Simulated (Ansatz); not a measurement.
Compare A (`CC(=N)CF`) with its isomer B (`C=C(F)NC`).

Calculated with Ansatz (gas phase, PBE0-D4/def2-TZVP geometries, no zero-point term in ΔE). CCSD(T)/CBS is the MP2 limit (def2-TZVPP, def2-QZVPP) plus CCSD(T) − MP2 in def2-TZVPP, frozen cores. Functionals use def2-TZVPP. B3LYP here is the variant with VWN-RPA as its local correlation; programs differ in this. One conformer a species, not always the lowest.

**Question.** Which is lower in electronic energy at CCSD(T)/CBS, and by how much? (An estimate is asked.)

**Answer.** Ansatz gave: A, by 9.1 kcal/mol.

**Question.** Give E(B) − E(A) in kcal/mol with PBE0-D4, ωB97M-V, PBE-D4, r2SCAN-D4, B3LYP-D4, BLYP-D4, CCSD/def2-TZVPP. (Estimate.)

**Answer.** Computed: PBE0-D4 6.5, ωB97M-V 7.6, PBE-D4 6.4, r2SCAN-D4 6.4, B3LYP-D4 6.9, BLYP-D4 7.0, CCSD/def2-TZVPP 9.4. None reverses the order clearly.

**Question.** Does the order hold for the free energy at 298.15 K (harmonic terms from PBE0-D4)? (An estimate is asked.)

**Answer.** Ansatz gave: Yes: G(B) − G(A) = +9.1 kcal/mol, for one conformer each.

Largest T1 diagnostic: 0.012.

Leaving LDA and LC-ωPBE aside and taking each functional with its dispersion term where it has one, the values, not all of them listed here, spread over 1.7 kcal/mol, from PBE-D4 to ωB97X-V. LDA lies −3.0 kcal/mol from PBE without D4.
